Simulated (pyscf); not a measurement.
Structures and frequencies: ωB97X-D3(BJ)/def2-SVP in PySCF.

### Question
For HO–Si(OH)(F)–Cl + hydrogen fluoride (HF) -> HO–Si(OH)(F)–F + hydrogen chloride (HCl), a four-centre exchange (singlet surface; Cl–Si, F–H broken, F–Si, Cl–H formed), PBE/def2-TZVP gives ΔE‡ = 19.5 kcal/mol and ΔE = -12.4 kcal/mol (zero: the separated reactants). In which direction and how far do r²SCAN/def2-TZVP, PBE0-D3(BJ)/def2-TZVP, ωB97M-D3(BJ)/def2-TZVP move these?

### Answer
r²SCAN: ΔE‡ = 20.5 kcal/mol, ΔE = -13.8 kcal/mol; PBE0-D3(BJ): ΔE‡ = 23.2 kcal/mol, ΔE = -11.6 kcal/mol; ωB97M-D3(BJ): ΔE‡ = 24.7 kcal/mol, ΔE = -13.3 kcal/mol. PBE's barrier lies under all of them, by 1.0 to 5.3 kcal/mol. Its reaction energy lies among theirs. On the reactant side the descent ends in a complex, 7.0 kcal/mol under the separated species and 32.7 kcal/mol under the saddle at ωB97X-D3(BJ)/def2-TZVP. This is the saddle that the search found; another between the same sides may lie lower.
